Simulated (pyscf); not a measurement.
This saddle point was located with ωB97X-D3(BJ)/def2-SVP in PySCF.

```
C
C 1 1.2812
H 2 1.0888 1 159.15
H 1 1.2442 2 64.40 3 179.48
Br 1 1.9329 4 155.16 2 179.38
```
Charge 0, spin multiplicity 2.

Surface: doublet, charge 0. Lowest wavenumbers (cm⁻¹): 1933i, 126, 308, 405, 663.

### Question
What reaction is this the transition state of?

### Answer
`[CH]=[CH][Br]` [doublet] ⇌ `[CH2]=[C][Br]` [doublet], a hydrogen shift read from left to right: C–H broken and C–H formed. At CCSD(T)/def2-TZVPP + ΔMP2(QZVPP) it lies +190.0 kJ/mol from the left side and +200.0 kJ/mol from the right (each side as separated species at their lowest minima found). The same reactants have a lower exit, to HC≡CH + Br• (highest point, the separated products, at +31.3 kJ/mol at ωB97M-D3(BJ), against +189.1 kJ/mol here). One saddle was located; it need not be the lowest between these sides. The CCSD(T) − MP2 part came from Ansatz, without density fitting, on the same reference. A UHF reference is spin-contaminated (<S²> up to 0.98), which harms MP2 most. The frozen core leaves the outer d or s,p core shells of the metals and heavy elements correlated in the MP2 and CC values, and def2-TZVPP describes them poorly, which can shift differences by a few kcal/mol. Elements up to Kr have no core potential and no relativistic terms here.
